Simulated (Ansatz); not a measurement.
[BH₂···H···H], doublet: the ladder up to full CI

All five atoms lie in one plane.

Geometry: a point of a hydrogen-transfer path between rigid fragments, not a stationary point.

```xyz
5

B    -0.1616    0.0000    0.0000
H    -0.7583    1.0336    0.0000
H    -0.7583   -1.0336    0.0000
H     0.9484    0.0000    0.0000
H     2.3014    0.0000    0.0000
```

Basis 6-31G; Ansatz 0.2.0. Correlated methods freeze the noble-gas cores, which leaves 7 electrons in 16 orbitals. R marks a restricted (for open shells ROHF) determinant, U an unrestricted one. Active spaces: pair = (3e, 3o) about the gap; valence = (7e, 8o) chosen from the atoms' valence shells.

Full CI is exact within this basis and frozen core; it isn't the basis-set limit. The frozen core follows each run's orbitals, which can shift R against U totals by a few meV.

For open shells CISD and CISDTQ are restricted-active-space CI with the open shells as a complete middle space.

The UHF ⟨S²⟩ is 0.753, the T1 diagnostic (RCCSD) is 0.0124 and the largest doubles amplitude (RCCSD) is 0.047. The T1 diagnostic (UCCSD) is 0.0065.

```tsv
level	E − E(RHF) (eV)
UHF	-0.0317
RMP2	-1.5366
UMP2	-1.5421
RCCSD	-2.0059
UCCSD	-2.0061
RCCSD(T)	-2.0292
UCCSD(T)	-2.0292
```

Problem. Estimate how far full CI in 6-31G lies from RCCSD(T). The table doesn't fix it; the size of (T) and the diagnostics are the guide.

Solution. Full CI in 6-31G lies 0.8 kJ/mol below RCCSD(T), which is 35 % of the (T) step (-2.2 kJ/mol). The diagnostics give no warning, yet the rest is a sizeable part of (T).

The other levels:

| level | E − E(full CI) (kJ/mol) | share of correlation (%) | wall time |
| --- | --- | --- | --- |
| CISD | 7.5 | 96.19 | 0.24 s |
| BCCD(T) | 0.8 | 99.60 | 0.27 s |
| RCCSDT | 0.1 | 99.97 | – |
| UCCSDT | 0.1 | 99.97 | – |
| CISDTQ | 0.1 | 99.95 | 0.78 s |
| RCCSDT(Q) | 0.0 | 99.99 | 1.6 s |
| UCCSDT(Q) | 0.0 | 99.99 | 1.4 s |
| RCCSDTQ | 0.0 | 100.00 | 8 s |
| UCCSDTQ | 0.0 | 100.00 | 8 s |
| CASSCF (pair space) | 160.3 | 18.47 | – |
| NEVPT2 (pair space) | 42.5 | 78.40 | 0.15 s |
| CASSCF (valence space) | 67.6 | 65.59 | – |
| NEVPT2 (valence space) | 18.9 | 90.41 | 1.5 s |
| MRCISD (valence space) | 1.7 | 99.13 | – |
| MRCISD+Q (valence space) | 0.8 | 99.59 | 2 s |

The correlation energy at full CI, counted from RHF, is -2.037 eV. That run took 1.4 s on 1 thread of Arm Neoverse V2, shared host over 272,520 determinants.

Times hold each run's SCF and search for its determinant on a shared host, so for small cases they say little of a method's own cost; they ran on 1 thread of Arm Neoverse V2.

The full-CI state has the irrep A1 of C2v, in the program's axes.

Natural occupations of full CI about the gap: 1.976 1.972 1.970 1.000 0.020 0.019 0.015 0.008 0.006 0.006; effectively unpaired electrons, Σ n²(2−n)², 1.01.
